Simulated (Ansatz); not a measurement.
**hcp Ti**

Level of theory: rVV10 in Ansatz (plane waves, PAW).

Numerical settings: plane-wave cutoff 500 eV, 30×30×16 k mesh (along the axes of the cell as run), Fermi–Dirac smearing 0.1 eV, no spin polarisation, scalar-relativistic PAW data made under PBE.

Cell: relaxed at this level.

| Quantity | Value |
|---|---|
| equilibrium volume per atom | 17.43 Å³/atom |
| lattice parameter a | 2.939 Å |
| lattice parameter c | 4.659 Å |

Measured, for comparison: lattice constant a 2.950 Å, lattice parameter c 4.683 Å (293 K, not corrected to a static lattice; as tabulated in Wikipedia's data pages). Computed (rounded) less measured: lattice constant a -0.4 %, lattice parameter c -0.5 %. A static lattice is as a rule a little smaller and stiffer than an uncorrected measurement, which narrows the difference in the lattice constant a, lattice parameter c and would widen misses of the other sign.

Static lattice: no zero-point or thermal effects.

Ansatz is a program for electronic structure.
